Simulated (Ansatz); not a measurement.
CH$_{8}$AlN, closed shell: a relaxation.

The input file, in.yaml:

```yaml
crystal:
  periodic: [false, false, false]
  atoms:
    - {symbol: Al, position_ang: [-1.201708, 0.821689, -0.067594]}
    - {symbol: N, position_ang: [-0.021938, -0.431657, 0.512611]}
    - {symbol: C, position_ang: [0.862704, -1.163832, -0.354956]}
    - {symbol: H, position_ang: [-2.285077, 1.335179, 0.998511]}
    - {symbol: H, position_ang: [-1.363409, 1.035973, -1.629471]}
    - {symbol: H, position_ang: [0.446549, 1.336234, 0.564404]}
    - {symbol: H, position_ang: [0.329998, 1.949848, 0.372389]}
    - {symbol: H, position_ang: [-0.092203, -0.812387, 1.439692]}
    - {symbol: H, position_ang: [1.139124, -0.553784, -1.229554]}
    - {symbol: H, position_ang: [0.384179, -2.070762, -0.736199]}
    - {symbol: H, position_ang: [1.801781, -1.446300, 0.130266]}
basis:
  gaussian: {orbitals: def2-TZVP}
hamiltonian: {xc: pbe0, dispersion: d4}
relax: {f_tol: 0.005, max_steps: 200}
```

Command:

```bash
ansatz run in.yaml --threads 2 --pin off --events-out ev --progress --plain --max-ram 4352MiB
```

The run's output (Ansatz 0.2.0):

```
Functional definition: PBE0
  name "PBE0"
  cite "Adamo & Barone, J. Chem. Phys. 110, 6158 (1999) doi:10.1063/1.478522"
  cite "Perdew, Burke & Ernzerhof, Phys. Rev. Lett. 77, 3865 (1996) doi:10.1103/PhysRevLett.77.3865"
  parent pbe
  parameter a = 0.25
  parameter kappa = 0.804
  parameter beta = 0.06672455060314922
  exchange = (1 - a)*pbe_x(kappa = kappa, mu = beta*pi^2/3) + a*exact_x
  correlation = pbe_c(beta = beta)
966 factors; their error is unknown
mean field evaluation 1: about -9239.8835 eV, gradient 6.2e1 eV
mean field evaluation 2: about -9223.3783 eV, gradient 1.0e2 eV
mean field evaluation 4: about -9247.8047 eV, gradient 5.7e0 eV
mean field evaluation 8: about -9247.8713 eV, gradient 2.9e-2 eV
mean field evaluation 16: about -9247.8781 eV, gradient 4.0e-5 eV
mean field -9247.87810782 eV, -339.8532520255 hartree, gradient 4.0e-5 eV, S^2 0.000000; 0 other end points of the search recorded, 0 dependent functions left out
the calculation of the forces begins
reference -9247.87814377 eV, -339.8532533468 hartree; 17, 17 occupied and 130, 130 virtual orbitals, 966 factors
relax step   1: F+E_penalty+E_count = -9248.02195804 eV  Δ(F+E_penalty+E_count) = +0.000e0 eV  max|allowed force component| = 6.146e0 eV/Å  Δτ_max = 0.0000 Å  (25 SCF iters, accepted)
relax step   2: F+E_penalty+E_count = -9248.59184916 eV  Δ(F+E_penalty+E_count) = -5.699e-1 eV  max|allowed force component| = 9.717e-1 eV/Å  Δτ_max = 0.1945 Å  (29 SCF iters, accepted)
relax step   3: F+E_penalty+E_count = -9248.76083058 eV  Δ(F+E_penalty+E_count) = -1.690e-1 eV  max|allowed force component| = 7.295e-1 eV/Å  Δτ_max = 0.1992 Å  (29 SCF iters, accepted)
relax step   4: F+E_penalty+E_count = -9248.79976467 eV  Δ(F+E_penalty+E_count) = -3.893e-2 eV  max|allowed force component| = 1.239e0 eV/Å  Δτ_max = 0.2000 Å  (28 SCF iters, accepted)
relax step   5: F+E_penalty+E_count = -9248.87557684 eV  Δ(F+E_penalty+E_count) = -7.581e-2 eV  max|allowed force component| = 3.466e-1 eV/Å  Δτ_max = 0.1943 Å  (28 SCF iters, accepted)
relax step   6: F+E_penalty+E_count = -9248.88551547 eV  Δ(F+E_penalty+E_count) = -9.939e-3 eV  max|allowed force component| = 2.345e-1 eV/Å  Δτ_max = 0.1203 Å  (28 SCF iters, accepted)
relax step   7: F+E_penalty+E_count = -9248.83129380 eV  Δ(F+E_penalty+E_count) = +5.422e-2 eV  max|allowed force component| = 5.132e-1 eV/Å  Δτ_max = 0.1591 Å  (29 SCF iters, rejected (line search))
relax step   8: F+E_penalty+E_count = -9248.89637892 eV  Δ(F+E_penalty+E_count) = -1.086e-2 eV  max|allowed force component| = 7.383e-2 eV/Å  Δτ_max = 0.0784 Å  (28 SCF iters, accepted)
relax step   9: F+E_penalty+E_count = -9248.89997956 eV  Δ(F+E_penalty+E_count) = -3.601e-3 eV  max|allowed force component| = 5.050e-2 eV/Å  Δτ_max = 0.0998 Å  (27 SCF iters, accepted)
relax step  10: F+E_penalty+E_count = -9248.90114538 eV  Δ(F+E_penalty+E_count) = -1.166e-3 eV  max|allowed force component| = 6.123e-2 eV/Å  Δτ_max = 0.0599 Å  (28 SCF iters, accepted)
relax step  11: F+E_penalty+E_count = -9248.90165711 eV  Δ(F+E_penalty+E_count) = -5.117e-4 eV  max|allowed force component| = 2.499e-2 eV/Å  Δτ_max = 0.0210 Å  (30 SCF iters, accepted)
relax step  12: F+E_penalty+E_count = -9248.90175468 eV  Δ(F+E_penalty+E_count) = -9.757e-5 eV  max|allowed force component| = 7.754e-2 eV/Å  Δτ_max = 0.0544 Å  (29 SCF iters, accepted)
relax step  13: F+E_penalty+E_count = -9248.90200501 eV  Δ(F+E_penalty+E_count) = -2.503e-4 eV  max|allowed force component| = 2.021e-2 eV/Å  Δτ_max = 0.0158 Å  (30 SCF iters, accepted)
relax step  14: F+E_penalty+E_count = -9248.90203290 eV  Δ(F+E_penalty+E_count) = -2.790e-5 eV  max|allowed force component| = 1.660e-2 eV/Å  Δτ_max = 0.0054 Å  (30 SCF iters, accepted)
relax step  15: F+E_penalty+E_count = -9248.90203601 eV  Δ(F+E_penalty+E_count) = -3.107e-6 eV  max|allowed force component| = 1.312e-2 eV/Å  Δτ_max = 0.0069 Å  (23 SCF iters, accepted)
relax step  16: F+E_penalty+E_count = -9248.90204194 eV  Δ(F+E_penalty+E_count) = -5.929e-6 eV  max|allowed force component| = 3.231e-3 eV/Å  Δτ_max = 0.0026 Å  (21 SCF iters, accepted)
Total energy: -9248.90207914 eV, -339.8908822773 hartree
Atom 0 at    -1.238229     0.621169    -0.068838 Å, force     0.001493    -0.001944     0.001402 eV/Å
Atom 1 at    -0.194023    -0.732056     0.390455 Å, force     0.001191     0.000117    -0.003231 eV/Å
Atom 2 at     0.803705    -1.408240    -0.409795 Å, force    -0.002742     0.002340     0.001913 eV/Å
Atom 3 at    -2.255754     1.162719     1.017600 Å, force    -0.000171     0.000274    -0.000096 eV/Å
Atom 4 at    -1.139636     1.153969    -1.557719 Å, force     0.000121    -0.000085    -0.000748 eV/Å
Atom 5 at     0.703203     2.251137     0.768724 Å, force     0.000423    -0.000923     0.000799 eV/Å
Atom 6 at     0.340263     2.832560     0.465663 Å, force    -0.000568     0.000980    -0.000687 eV/Å
Atom 7 at    -0.253871    -1.114505     1.322511 Å, force    -0.000461    -0.000025     0.001823 eV/Å
Atom 8 at     0.828630    -0.975620    -1.413117 Å, force     0.000152     0.000193    -0.000430 eV/Å
Atom 9 at     0.592503    -2.478200    -0.524291 Å, force     0.000139    -0.000618    -0.000521 eV/Å
Atom 10 at     1.813209    -1.312731     0.008906 Å, force     0.000423    -0.000308    -0.000224 eV/Å
Dipole moment:     0.195773    -0.117298     0.110369 e Å

[the SCF lines of later steps are left out]
```

The run took about 53 s on 2 CPU threads of an Intel Xeon Platinum 8375C (shared host).
